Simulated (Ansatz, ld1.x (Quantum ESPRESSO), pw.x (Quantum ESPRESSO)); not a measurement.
# From atom to crystal: TM potential for molybdenum (Mo)

* Element: Mo (Z = 42)
* Generator: ld1.x (Quantum ESPRESSO) 7.5
* Type: norm-conserving Troullier–Martins (Kleinman–Bylander form)
* Functional: LDA (PW92)
* Relativity: scalar-relativistic
* Frozen core: [Kr]
* Valence charge: 6
* Reference configuration: 4d5 5s1 5p0
* Partial waves: 5p (bound, empty): rc 3.35 bohr; 4d (bound): rc 2.15 bohr; 5s (bound): rc 3.05 bohr
* Local potential: the s channel
* Core correction: none

Atomic tests: cutoffs needed: 35 Ry and 40 Ry (the cutoffs (Ry, on a coarse ladder) from which the occupation-weighted sum of valence levels, in a spherical-Bessel basis at the reference potential, stays within 10 and 1 mRy of its value at 400 Ry); ghost test: no extra level below or beside the all-electron valence levels (p, d, s, f tested) (spherical-Bessel basis up to 400 Ry, 20 bohr box); largest excitation error: -423 meV (all-electron minus pseudo) for 4d2 5s0 5p0, out of 7 test configurations.

Crystal test: diamond Mo in pw.x 7.5, no spin, 8³ k-points, Fermi–Dirac smearing 0.01 Ry, cutoffs 50/200 Ry. The reference is all-electron LAPW (Ansatz 0.2.0) with the same functional, mesh and smearing; V0 and B0 come from Birch–Murnaghan fits to the pressures at five volumes. Errors are pseudo minus all-electron; Δ is the rms difference of the E(V) curves that follow from these fits, minima aligned, over ±6 % about the mean V0. Mesh and smearing are coarse, so the numbers serve the comparison and aren't converged zero-temperature values; the lattice is a test structure that the element need not adopt.

All-electron: a0 = 5.574 Å (V0 = 21.64 Å³/atom), B0 = 122.9 GPa.

How far does the potential miss the all-electron equation of state?

mean pressure error (GPa): +2.72; a0 (Å): 5.615; a0 error (%): +0.73; B0 error (%): -2.3; Δ (meV/atom): 12.7. The largest radius (3.35 bohr) exceeds half the bond length (2.28 bohr), so the spheres overlap, which is one possible source of error among others. This is a poor potential for the solid.

```json
{"V (Å³/atom)": "20.611", "P all-electron (GPa)": "6.66", "P pseudo (GPa)": "9.76"}
{"V (Å³/atom)": "21.154", "P all-electron (GPa)": "2.96", "P pseudo (GPa)": "5.88"}
{"V (Å³/atom)": "21.696", "P all-electron (GPa)": "-0.29", "P pseudo (GPa)": "2.44"}
{"V (Å³/atom)": "22.238", "P all-electron (GPa)": "-3.14", "P pseudo (GPa)": "-0.62"}
{"V (Å³/atom)": "22.781", "P all-electron (GPa)": "-5.66", "P pseudo (GPa)": "-3.32"}
```

At the middle volume, how do free energy and pressure move when the wave cutoff is lowered (ecutrho kept at four times it)?

```tsv
cutoff (Ry)	shift of F (meV/atom)	shift of P (GPa)
22	+3561.4	-85.68
30	+462.5	-19.77
40	+8.8	-0.87
```

The run at the middle volume (29 k-points, 9 iterations) took about 12 s on one core of a shared host (Neoverse-V1, 64 threads, 503 GiB, load 14).
